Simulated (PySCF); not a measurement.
**PF: from the state search to spectroscopic constants**

One table from this session's results is given with a row withheld; the runs are named, their logs left out.

Computed with PySCF 2.14.0. Level: P def2-TZVPPD, F def2-TZVPPD, no relativity.

The first run:

A driver script around PySCF takes these settings:

```yaml
atoms: P, F
charge: 0
basis: P def2-TZVPPD, F def2-TZVPPD
Hamiltonian: no relativity
basis_functions: 88
electrons_treated: 24
masses_in_u: 30.9738, 18.9984
levels: PBE0, PBE, r²SCAN, BLYP, TPSS, BHandHLYP, LDA, B97-3, ωB97X-V, HF, MP2, SCS-MP2, CCSD, CCSD(T)
grid: 80 radial by 434 angular points
occupations: held fixed by the projection of orbital angular momentum
dissociation_limit: P + F, each in its ground configuration
starting_distance_in_angstrom: 1.680
values_of_2S_to_try: 0, 2, 4
```

Started as:

```
OMP_NUM_THREADS=2 python dia.py task.json out
```

Steps of the session up to this table: The job; PBE0 along the bond; Excited determinants; PBE (GGA); r²SCAN; BLYP (GGA); TPSS (meta-GGA); BHandHLYP; LDA (local density); B97-3 (global hybrid GGA); ωB97X-V (range-separated hybrid); UHF; Adding correlation.

One of the session's tables, all rows but one given; the rest of the session is left out.

Energy (eV) from each level's lowest point:

| R (Å) | UHF | UHF-MP2 | UHF-SCS-MP2 | UHF-CCSD | UHF-CCSD(T) |
| --- | --- | --- | --- | --- | --- |
| 1.374 | 1.026 | 1.273 | 1.267 | n/a | n/a |
| 1.438 | 0.401 | 0.571 | 0.568 | 0.537 | 0.571 |
| 1.502 | 0.088 | 0.185 | 0.183 | 0.164 | 0.185 |
| 1.550 | 0.000 | 0.044 | 0.044 | 0.034 | 0.045 |
| 1.598 | ? | ? | ? | ? | ? |
| 1.646 | 0.082 | 0.028 | 0.028 | 0.038 | 0.028 |
| 1.710 | 0.264 | 0.150 | 0.148 | 0.173 | 0.148 |
| 1.790 | 0.578 | 0.392 | 0.388 | 0.432 | 0.389 |
| 1.886 | 1.027 | 0.761 | 0.752 | 0.819 | 0.754 |
| 2.014 | 1.676 | 1.313 | 1.296 | n/a | n/a |

Q: Estimate the row for R (Å) = 1.598 from the others.

Worked estimate for «UHF». A straight line through the neighbours (1.550, 0.000) and (1.646, 0.082) gives 0.000 + (0.082 − 0.000) × (1.598 − 1.550) / (1.646 − 1.550) = 0.041; a parabola fitted to 4 rows on both sides gives 0.007.

**Answer.** UHF: 0.006; UHF-MP2: 0.000; UHF-SCS-MP2: 0.000; UHF-CCSD: 0.000; UHF-CCSD(T): 0.000. In «UHF» the line misses by +0.035 and the parabola by +0.001.
